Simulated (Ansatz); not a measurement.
# C2H4F2: the cost of one run

Method: RKS PBE0-D4/def2-SVP, in Ansatz 0.2.0.

## (1) The system as given

Bond lengths: C1–C2 1.469 Å, C2–F3 1.325 Å, C2–F4 1.368 Å, C1–H5 1.077 Å, C1–H6 1.111 Å, C1–H7 1.133 Å, C2–H8 1.047 Å. Angles: C1–C2–F3 107.9°, C1–C2–F4 108.6°, C1–C2–H8 114.1°, F3–C2–F4 104.6°, F3–C2–H8 108.4°, F4–C2–H8 112.8°, C2–C1–H5 114.3°, C2–C1–H6 113.8°, C2–C1–H7 110.6°, H5–C1–H6 109.1°, H5–C1–H7 103.9°, H6–C1–H7 104.2°.

As a file:

```xyz
8

C     0.0258    0.7246    0.0399
C    -0.0778   -0.7398   -0.0031
F     0.8912   -1.2387    0.7505
F     0.2180   -1.1619   -1.2707
H     0.9505    1.1150   -0.3507
H    -0.1557    1.1576    1.0466
H    -0.7681    1.1994   -0.6135
H    -0.9918   -1.1134    0.3452
```

## (2) Relaxing end A

input.yaml reads:

```yaml
crystal:
  periodic: [false, false, false]
  atoms:
    - { symbol: C, position_ang: [0.0258, 0.7246, 0.0399] }
    - { symbol: C, position_ang: [-0.0778, -0.7398, -0.0031] }
    - { symbol: F, position_ang: [0.8912, -1.2387, 0.7505] }
    - { symbol: F, position_ang: [0.218, -1.1619, -1.2707] }
    - { symbol: H, position_ang: [0.9505, 1.115, -0.3507] }
    - { symbol: H, position_ang: [-0.1557, 1.1576, 1.0466] }
    - { symbol: H, position_ang: [-0.7681, 1.1994, -0.6135] }
    - { symbol: H, position_ang: [-0.9918, -1.1134, 0.3452] }
basis:
  gaussian: { orbitals: def2-SVP }
hamiltonian:
  xc: pbe0
  dispersion: d4
relax:
  f_tol: 0.015
  max_steps: 40
```

The run is started by

```bash
$ ansatz run input.yaml --threads 1 --pin off --max-ram 2048MiB --backend cpu --events-out ev --progress --plain --runs-dir out
```

Q: Estimate wall time and peak memory on 1 thread of Arm Neoverse V1, shared host.

About 14 s, with a peak of 0.14 GiB.
